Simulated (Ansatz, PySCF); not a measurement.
This triplet lies 1.22 eV below the relaxed singlet at the level composite: frozen-core CCSD(T) with HF/cc-pV5Z and the correlation energy extrapolated as X^-3 from cc-pVQZ and cc-pV5Z, plus full CI minus CCSD(T) in cc-pVDZ // PBE0-D3(BJ)/def2-TZVP (Ansatz, a first-principles code).

Z-matrix (Å, degrees):
```
N
H 1 1.0343
H 1 1.0343 2 153.57
```
Charge +1, spin multiplicity 3.

**Question.** What total energy and highest occupied spin orbital does PBE0-D3(BJ)/def2-TZVP run with PySCF give?

**Answer.** 
```json
{
 "total_energy": "-1508.24 eV",
 "highest_occupied_spin_orbital": "-20.95 eV"
}
```
